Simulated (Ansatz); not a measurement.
# PNH+ (triplet): wave-function methods side by side, 6-31G

Aim: climb from Hartree-Fock through coupled cluster and multireference methods for PNH+ (triplet) at one geometry and basis, and see what each rung misses.

Computed with Ansatz 0.2.0, Gaussian basis. Level: 6-31G, core rule «outside noble gas», up to 6 orbitals frozen.

Plan: UHF; CCSD(T) on ROHF; CCSD(T) on UHF; BCCD(T) on ROHF; CISD; CCSDT(Q) on ROHF; CCSDT(Q) on UHF; CCSDTQ on ROHF; CCSDTQ on UHF; CASSCF and MRCISD+Q, 10 electrons in 9 orbitals; CASSCF and NEVPT2, 10 electrons in 9 orbitals; Full CI.

5 further runs of the same task are left out: 5 set aside as unsound or not needed.

## 1. The system

The geometry is a PBE0/def2-TZVP stationary point (not a proven minimum) of the parent state, kept for this charge and spin.

3 atoms, charge 1, spin multiplicity 3.

Atoms are counted from 1 here; the program's logs count them from 0.

Bond lengths: N1–P2 1.539 Å, N1–H3 1.016 Å. Angles: P2–N1–H3 124.7°.

## 2. UHF

File in.yaml:

```yaml
crystal:
  periodic: [false, false, false]
  atoms:
    - {symbol: N, position_ang: [0.000000, -0.117899, 1.017231]}
    - {symbol: P, position_ang: [0.000000, 0.031932, -0.514503]}
    - {symbol: H, position_ang: [0.000000, 0.657116, 1.674759]}
basis:
  gaussian: {orbitals: 6-31G}
total_charge: 1
magnetization: {spin_polarized: true, initial_magnetization: 2}
hamiltonian: {xc: hf}
output: {orbitals: {seedname: orbitals}}
```

Started as:

```
$ ansatz run in.yaml --threads 1 --pin off --events-out ev --progress --plain --max-ram 2816MiB --backend cpu
```

Further steps of the session: CCSD(T) on ROHF; CCSD(T) on UHF; BCCD(T) on ROHF; CISD; CCSDT(Q) on ROHF; CCSDT(Q) on UHF; CCSDTQ on ROHF; CCSDTQ on UHF; CASSCF and MRCISD+Q, 10 electrons in 9 orbitals; CASSCF and NEVPT2, 10 electrons in 9 orbitals; Full CI.

Q: Predict the results of all the runs planned. Wanted: FCI below the RHF energy; RMP2 from FCI; UMP2 from FCI; RCCSD from FCI; RCCSD(T) from FCI; UCCSD(T) from FCI; RCCSDT(Q) from FCI; UCCSDT(Q) from FCI; NEVPT2 valence from FCI.

As calculated:

| quantity | value |
| --- | --- |
| FCI below the RHF energy | -4.3201 eV |
| RMP2 from FCI | +900.7 meV |
| UMP2 from FCI | +939.0 meV |
| RCCSD from FCI | +253.9 meV |
| RCCSD(T) from FCI | +96.8 meV |
| UCCSD(T) from FCI | +100.9 meV |
| RCCSDT(Q) from FCI | -0.4 meV |
| UCCSDT(Q) from FCI | -1.9 meV |
| NEVPT2 valence from FCI | +385.6 meV |
| MRCISD+Q valence from FCI | +65.2 meV |
| levels within 1 kcal/mol (43 meV) | RCCSDT, UCCSDT, RCCSDT(Q), UCCSDT(Q), RCCSDTQ, UCCSDTQ |
| T1 diagnostic | 0.046 |
| effectively unpaired electrons | 2.27 |

RCCSD(T) misses by +96.8 meV, 2.2 % of the correlation energy. The occupations show some static correlation. Of the multireference levels listed MRCISD+Q valence comes nearest in total energy (+65.2 meV), which doesn't show that its space is the better one. These misses are within one basis, not against nature; the frozen cores of restricted and unrestricted runs differ, which can shift their rows.
